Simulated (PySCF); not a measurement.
## C: electron affinity

C⁻ [He] 2s2 2p3 (4S) → C [He] 2s2 2p2 (3P), as a difference of total energies. All numbers are calculated (PySCF 2.14, the non-relativistic Hamiltonian (point nucleus), in aug-cc-pwCVTZ). Correlated levels: valence and next inner shell: nothing frozen. The calculations carry no spin-orbit coupling.

Question: Order these methods by the electron affinity they give, lowest first.
A. CCSD (valence and next inner shell)
B. CCSD(T) (valence and next inner shell)
C. UHF
D. MP2 (valence and next inner shell)

Answer: C (0.453 eV), A (1.155 eV), B (1.227 eV), D (1.271 eV).

Errors of the correlated levels include the incompleteness of this basis.

For comparison: 1.262 eV (measured; photodetachment measurements, as compiled on the Wikipedia data page of electron affinities).
